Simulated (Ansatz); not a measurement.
Rock-salt MgS was calculated with r²SCAN50 in Ansatz (plane waves, PAW).

Numerical settings: plane-wave cutoff 520 eV, 8×8×8 k mesh, Fermi–Dirac smearing 0.01 eV, scalar-relativistic PAW data made under PBE.

Response to compression and expansion:

```json
[
 {"V (Å³/atom)": "16.373", "P (GPa)": "5.01", "direct gap at Γ (eV)": "8.270", "smallest gap on the k mesh (eV)": "6.675"},
 {"V (Å³/atom)": "16.804", "P (GPa)": "2.41", "direct gap at Γ (eV)": "8.011", "smallest gap on the k mesh (eV)": "6.606"},
 {"V (Å³/atom)": "17.235", "P (GPa)": "0.12", "direct gap at Γ (eV)": "7.766", "smallest gap on the k mesh (eV)": "6.538"},
 {"V (Å³/atom)": "17.480", "P (GPa)": "-1.06", "direct gap at Γ (eV)": "7.632", "smallest gap on the k mesh (eV)": "6.499"},
 {"V (Å³/atom)": "18.096", "P (GPa)": "-3.69", "direct gap at Γ (eV)": "7.312", "smallest gap on the k mesh (eV)": "6.402"}
]
```

The fundamental gap (6.53 eV at the equilibrium volume, on the SCF mesh) lies elsewhere than Γ–Γ.

Ansatz is a first-principles code.
